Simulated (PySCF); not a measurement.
A TDDFT job, as run on ethanethiol (`CCS`).

The calculation used TDDFT PBE0/aug-cc-pVTZ, vertical, gas phase, core orbitals frozen in the response (PySCF 2.14.0, density-fitted response routines).

Input of the driver that calls PySCF (job settings, then Cartesian coordinates in Å):

```
{"job": {"kind": "uv", "xc": "PBE0", "basis": "aug-cc-pVTZ", "ip": false, "dynamic": true}, "charge": 0, "multiplicity": 1}
C     -0.8053     0.5237    -0.0144
C      0.0832    -0.6834    -0.2294
S      1.7006    -0.5634     0.5789
H     -1.7740     0.3782    -0.5012
H     -0.3514     1.4242    -0.4351
H     -0.9741     0.6998     1.0493
H     -0.3658    -1.5778     0.2089
H      0.2282    -0.8889    -1.2917
H      2.1217     0.5319    -0.0732
```

The driver printed:

```
coarse grid: 7520 points
cycle   1  E = -477.7975518969  dE =  7.286e-02  |g| = 2.746e-01  |ddm| = 5.649e+00
cycle   2  E = -477.7981432964  dE = -5.914e-04  |g| = 2.863e-01  |ddm| = 1.130e+00
cycle   3  E = -477.8195462699  dE = -2.140e-02  |g| = 3.072e-02  |ddm| = 4.998e-01
cycle   4  E = -477.8197146014  dE = -1.683e-04  |g| = 1.925e-02  |ddm| = 7.215e-02
cycle   5  E = -477.8198107160  dE = -9.611e-05  |g| = 3.101e-03  |ddm| = 2.927e-02
cycle   6  E = -477.8198127571  dE = -2.041e-06  |g| = 8.704e-04  |ddm| = 6.343e-03
final grid: 66400 points
cycle   7  E = -477.8215632468  dE = -5.171e-05  |g| = 7.639e-03  |ddm| = 3.700e-01
cycle   8  E = -477.8215550771  dE =  8.170e-06  |g| = 9.261e-03  |ddm| = 2.782e-02
cycle   9  E = -477.8215763899  dE = -2.131e-05  |g| = 7.592e-04  |ddm| = 1.439e-02
cycle  10  E = -477.8215765337  dE = -1.438e-07  |g| = 2.260e-04  |ddm| = 1.271e-03
cycle  11  E = -477.8215765462  dE = -1.250e-08  |g| = 4.672e-05  |ddm| = 4.145e-04
cycle  12  E = -477.8215765467  dE = -5.233e-10  |g| = 1.024e-05  |ddm| = 9.886e-05
converged SCF energy = -477.8215765467

Static polarisability (au): isotropic 49.360, principal 43.615 46.474 57.990

Singlet excitations
state   eV       nm        f      main configurations
  1   5.2876    234.5   0.01281   H->L 0.81
  2   5.9850    207.2   0.02515   H->L+1 0.59, H->L+4 0.27
  3   6.2527    198.3   0.02045   H->L+1 0.36, H->L+4 0.25, H->L+2 0.17
  4   6.4739    191.5   0.00755   H->L+3 0.42, H->L+2 0.39, H->L+4 0.15
  5   6.4973    190.8   0.01432   H->L+3 0.54, H->L+2 0.27, H->L+4 0.17
  6   7.1818    172.6   0.01868   H->L+5 0.92
  7   7.3776    168.1   0.00888   H->L+6 0.85
  8   7.4269    166.9   0.00582   H->L+7 0.81, H->L+8 0.11
  9   7.6073    163.0   0.01595   H->L+8 0.79, H->L+7 0.12
 10   7.7928    159.1   0.03467   H-1->L 0.75, H->L+9 0.16

Triplet excitations (Tamm-Dancoff, eV): 4.9122 5.6022 6.0796 6.3804
```

The SCF starts on a coarse grid; the energy jumps when the final grid takes over, and dE counts afresh there. The run used 280 basis functions and 12 SCF iterations for the ground state.

The run took 21 s (with the writing of density and orbital grids) on one thread of an Arm Neoverse V2, no GPU, on a shared host, and the process peaked at 0.89 GiB of memory.

Task: What transition dipole does the oscillator strength of state 10, the strongest, imply?

Result: From f = (2/3)·ΔE·|μ|² in atomic units, ΔE = 0.2864 Eh and f = 0.0347 give |μ| = 0.43 au (1.08 D).

Isolated species at its PBE0-D3(BJ)/def2-TZVP geometry (one conformer only).
